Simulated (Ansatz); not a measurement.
## Worked example: HSi–NH2⁺, doublet against HSi–NH2, singlet

Geometry (PBE0/def2-TZVP stationary point of a singlet), kept for both states (HSi–NH2, singlet: A'; HSi–NH2⁺, doublet: A'):

```xyz
5

Si    0.0000   -0.0811    0.6246
N     0.0000    0.0494   -1.0775
H     0.0000    1.4343    0.8505
H     0.0000    0.9052   -1.6101
H     0.0000   -0.7657   -1.6709
```

Basis cc-pVTZ; Ansatz 0.2.0. Correlated methods freeze the noble-gas cores. R marks a restricted (for open shells ROHF) determinant, U an unrestricted one.

Full CI isn't at hand for all of this; UCCSDT(Q) serves as the reference, and is uncertain by about the last step of the cluster series.

| level | E(HSi–NH2, singlet) (hartree) | E(HSi–NH2⁺, doublet) (hartree) |
| --- | --- | --- |
| UHF | -345.146471 | -344.858540 |
| UMP2 | -345.470777 | -345.152581 |
| UCCSD(T) | -345.510227 | -345.186787 |
| PBE | -345.843086 | -345.525690 |
| PBE0 | -345.872667 | -345.553249 |
| UCCSDT(Q) | -345.511694 | -345.188410 |

Give the vertical gap, HSi–NH2⁺ doublet less HSi–NH2 singlet, at each level in eV (1 hartree = 27.2114 eV), and each error against UCCSDT(Q).

UCCSDT(Q): (-345.188410 − (-345.511694)) × 27.2114 = 8.797 eV (the reference)
PBE0: (-345.553249 − (-345.872667)) × 27.2114 = 8.692 eV, error -0.105 eV
PBE: (-345.525690 − (-345.843086)) × 27.2114 = 8.637 eV, error -0.160 eV
UCCSD(T): (-345.186787 − (-345.510227)) × 27.2114 = 8.801 eV, error 0.004 eV
UMP2: (-345.152581 − (-345.470777)) × 27.2114 = 8.659 eV, error -0.138 eV
UHF: (-344.858540 − (-345.146471)) × 27.2114 = 7.835 eV, error -0.962 eV

Total energies of functionals can't be set beside those of wave-function methods, since they hold the core's correlation and their own absolute errors; only the differences compare.

The reference still carries a basis error, for a change of charge of the order of 0.1 eV, so smaller errors of functionals can't be ranked.

Each level lands on the state that its own search finds. T1 diagnostics of restricted CCSD: 0.015 and 0.030.
